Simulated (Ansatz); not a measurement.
Chalcopyrite ZnGeP2 was calculated with BLYP (Ansatz, a program for electronic structure, PAW).

Settings: plane-wave cutoff 520 eV, 10×10×10 k mesh, Fermi–Dirac smearing 0.01 eV, scalar-relativistic PAW data made under PBE.

Shape and atoms are relaxed at each volume.

The direct gap at Γ against volume; x = 100 ln(V/21.683 Å³). One gap is withheld.

```json
[
 {"V (Å³/atom)": "20.816", "x": "-4.08", "gap (eV)": "0.950"},
 {"V (Å³/atom)": "21.249", "x": "-2.02", "gap (eV)": "0.810"},
 {"V (Å³/atom)": "21.683", "x": "0.00", "gap (eV)": "0.675"},
 {"V (Å³/atom)": "22.117", "x": "1.98", "gap (eV)": "0.547"},
 {"V (Å³/atom)": "22.550", "x": "3.92", "gap (eV)": "?"}
]
```

**Question.** Fit a straight line to the rows shown, give the volume deformation potential and predict the withheld gap.

**Answer.** Means of the 4 rows: x̄ = -1.030, ȳ = 0.7455 eV. Σ(x − x̄)(y − ȳ) = -1.3577 and Σ(x − x̄)² = 20.404, so the slope is -0.0665 eV per unit of x, and dE_g/d ln V = -6.7 eV. At x = 3.92: 0.7455 + (-0.0665) × (3.92 − (-1.030)) = 0.416 eV. The run gives 0.424 eV, 0.008 eV above the line, as the curve bends the same way over all rows.

Measured, for comparison: band gap 2.05 eV (temperature not stated, not corrected to a static lattice, pseudodirect, sources range from 1.80 to 2.20; as tabulated in Rashkeev et al. (1999), arXiv:cond-mat/9809378).

Spin–orbit coupling is not included.
